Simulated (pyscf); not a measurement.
This saddle point was located with ωB97X-D3(BJ)/def2-SVP in PySCF.

```
Sn
H 1 1.7039
H 1 1.7413 2 105.69
C 1 2.1331 2 120.94 3 -120.61
H 4 1.0980 1 109.50 2 -38.05
H 4 1.1000 5 110.46 1 -121.97
H 4 1.1001 5 108.55 6 -119.37
N 1 2.2000 2 111.93 3 101.39
H 8 1.0229 1 117.45 2 -43.40
H 8 1.0230 9 108.55 1 135.19
H 8 1.2340 9 117.63 10 135.79
H 11 1.1279 8 146.77 9 114.67
```

Surface: singlet, charge 0. Lowest wavenumbers (cm⁻¹): 1447i, 90, 101, 211, 352.

**Question.** Which two sides does it connect, and which bonds change?

**Answer.** `[CH3][SnH3]` + `[NH3]` ⇌ `[CH3][SnH2][NH2]` + `[H][H]`, a four-centre exchange read from left to right: H–Sn, H–N broken and N–Sn, H–H formed. At ωB97M-D3(BJ)/def2-TZVP it lies +173.6 kJ/mol from the left side and +141.8 kJ/mol from the right (each side as separated species at their lowest minima found). On the reactant side the descent ends in a complex (not fully relaxed), 17.4 kJ/mol under the separated species and 183.3 kJ/mol under the saddle at ωB97X-D3(BJ)/def2-TZVP. At the saddle there is also a short H–Sn contact that neither side keeps. This is the saddle that the search found; another between the same sides may lie lower. Elements past Kr carry the def2 core potentials, without spin-orbit coupling.
